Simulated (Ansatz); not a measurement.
# CH₃F+ (doublet): wave-function methods side by side, def2-QZVPP

One table from this session's results is given with a row withheld; the runs are named, their logs left out.

Program: Ansatz 0.2.0, Gaussian basis. Level of theory: def2-QZVPP, core rule «outside noble gas», up to 2 orbitals frozen. These are calculated values, not measurements.

To be run: UHF; ROHF; CCSD(T) on UHF.

2 further runs of the same task are left out: 2 set aside as unsound or not needed.

### What is computed

The geometry is a PBE0/def2-TZVP stationary point (not a proven minimum) of the parent state, kept for this charge and spin.

5 atoms, charge 1, spin multiplicity 2.

Atoms are counted from 1 here; the program's logs count them from 0.

Bond lengths: C1–F2 1.376 Å, C1–H3 1.092 Å, C1–H4 1.092 Å, C1–H5 1.092 Å. Angles: F2–C1–H3 109.1°, F2–C1–H4 109.1°, F2–C1–H5 109.1°, H3–C1–H4 109.9°, H3–C1–H5 109.9°, H4–C1–H5 109.9°.

Set-up of the first run:

File in.yaml:

```yaml
crystal:
  periodic: [false, false, false]
  atoms:
    - {symbol: C, position_ang: [-0.736572, -0.007618, 0.003592]}
    - {symbol: F, position_ang: [0.639728, 0.006617, -0.003120]}
    - {symbol: H, position_ang: [-1.104340, 1.020951, 0.007133]}
    - {symbol: H, position_ang: [-1.083963, -0.528956, 0.898437]}
    - {symbol: H, position_ang: [-1.092714, -0.525930, -0.889569]}
basis:
  gaussian: {orbitals: "def2-QZVPP.json"}
total_charge: 1
magnetization: {spin_polarized: true, initial_magnetization: 1}
hamiltonian: {xc: hf}
output: {orbitals: {seedname: orbitals}}
```

Run with:

```sh
$ ansatz run in.yaml --threads 1 --pin off --events-out ev --progress --plain --max-ram 2393MiB
```

Steps of the session up to this table: UHF; ROHF; CCSD(T) on UHF.

One of the session's tables, all rows but one given; the rest of the session is left out.

It belongs to the step «Misses and costs». 

| method | from UCCSD(T) (meV) |
| --- | --- |
| ROHF | ? |
| UHF | +12471.4 |
| UMP2 | +1433.5 |
| UCCSD | +414.5 |
| UCCSD(T) | 0 |

**Question.** Estimate the row for ROHF.

The run gave: from UCCSD(T) (meV): +12671.6. In the column «from UCCSD(T) (meV)» it is the highest.
